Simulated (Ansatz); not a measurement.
## How far each method lies from UCCSDTQ for HSiAs⁺, quartet

Geometry: that of the HSiAs, triplet, kept fixed. The doublet lies 0.6 eV lower here.

```json
{"atom": "Si", "x (Å)": "0.0000", "y (Å)": "-0.1044", "z (Å)": "1.5718"}
{"atom": "As", "x (Å)": "0.0000", "y (Å)": "0.0229", "z (Å)": "-0.6206"}
{"atom": "H", "x (Å)": "0.0000", "y (Å)": "1.2046", "z (Å)": "2.3294"}
```

Basis cc-pVDZ; Ansatz 0.2.0. Correlated methods freeze the noble-gas cores and the filled d shells of p-block atoms, which leaves 9 electrons in 31 orbitals. R marks a restricted (for open shells ROHF) determinant, U an unrestricted one. Active spaces: valence = (9e, 9o) chosen from the atoms' valence shells. No spin–orbit coupling is included, and no scalar relativity.

Full CI isn't at hand for all of this; UCCSDTQ serves as the reference, and is uncertain by about the last step of the cluster series. The frozen core follows each run's orbitals, which can shift R against U totals by a few meV for light atoms and by up to 0.1 eV past Ca.

The UHF ⟨S²⟩ is 3.764, the T1 diagnostic (RCCSD) is 0.0312 and the largest doubles amplitude (RCCSD) is 0.049. The T1 diagnostic (UCCSD) is 0.0297.

```tsv
level	E − E(UHF) (eV)
UMP2	-3.3251
UCCSD	-4.2213
UCCSD(T)	-4.3629
```

Q: Estimate how far UCCSDTQ in cc-pVDZ lies from UCCSD(T). The table doesn't fix it; the size of (T) and the diagnostics are the guide.

A: UCCSDTQ in cc-pVDZ lies 4.3 kJ/mol below UCCSD(T), which is 32 % of the (T) step (-13.7 kJ/mol). T1 is raised, and the rest is a large part of (T). The miss exceeds 1 kcal/mol.

The other levels:

```tsv
level	E − E(UCCSDTQ) (kJ/mol)	wall time
UCCSDT	0.9	–
UCCSDT(Q)	0.0	10 s
```

Run but not shown, since their state, orbitals or frozen core can't be matched to the reference's or they repeat it: RHF, RMP2, CISD, RCCSD, RCCSD(T), BCCD(T), RCCSDT, RCCSDT(Q), RCCSDTQ, CASSCF (valence space), NEVPT2 (valence space), MRCISD (valence space), MRCISD+Q (valence space).

Times hold each run's SCF and search for its determinant on a shared host, so for small cases they say little of a method's own cost; they ran on 1 thread of AMD EPYC 7R13.

Natural occupations of CASSCF (valence space) about the gap: 1.987 1.976 1.951 1.005 1.000 0.992 0.035 0.030 0.025; effectively unpaired electrons, Σ n²(2−n)², 3.02.
